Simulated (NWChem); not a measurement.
Species: CH$_{3}$S anion

```xyz
5

C      0.0000     0.0000    -1.1001
S      0.0000     0.0000     0.7470
H      0.7249     0.7249    -1.5134
H      0.2653    -0.9903    -1.5134
H     -0.9903     0.2653    -1.5134
```
Atoms are numbered in this order, from 1.

All runs: NWChem. Pople sets run with spherical d functions. Coordinates come from a B3LYP/def2-SVPD optimisation. The gas-phase anion has a positive highest level at the geometry level, so the gas reference is doubtful. Level: PBE/6-31+G* with SMD (1 M gas to 1 M solution), gas-phase geometry. Reactions with the solvent are ignored.

For solvent 1-propanol:

```
Item                                         Result
-------------------------------------------  ------
cavity-dispersion-structure term (kcal/mol)    -1.0
```

### Question
Estimate the same quantities for solvent water.

### Answer
cavity-dispersion-structure term (kcal/mol): 1.3
